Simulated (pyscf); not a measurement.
Thermochemistry of product channels of `[CH2]1[CH2][CH2]1` + `[Cl]` [doublet] on the doublet surface, in kcal/mol, from ωB97M-D3(BJ)/def2-TZVP energies (ideal gas, 1 atm, RRHO with modes under 100 cm⁻¹ raised to 100, one conformer, R ln 2 for chiral ones without a mode under 150 cm⁻¹). Structures and frequencies: ωB97X-D3(BJ)/def2-SVP in PySCF.

| products | ΔE | ΔH(298 K) | ΔG(600 K) | ΔG(900 K) |
|---|---|---|---|---|
| `[CH2][CH]([CH3])[Cl]` [doublet] | -26.3 | -27.2 | -16.1 | -11.0 |
| `[CH2][CH2][CH2][Cl]` [doublet] | -23.3 | -24.1 | -13.3 | -8.3 |

These are energies of the channels, which say nothing of barriers. cyclopropane lies 6.6 kcal/mol over its isomer H₂C=CH–CH₃ (electronic energy, ωB97M-D3(BJ)/def2-TZVP). •H₂C–CH(CH₃)–Cl lies 6.2 kcal/mol over its isomer H₃C–C•(CH₃)–Cl (electronic energy, ωB97M-D3(BJ)/def2-TZVP). Left out: orbital degeneracy and the spin-orbit lowering of Cl.
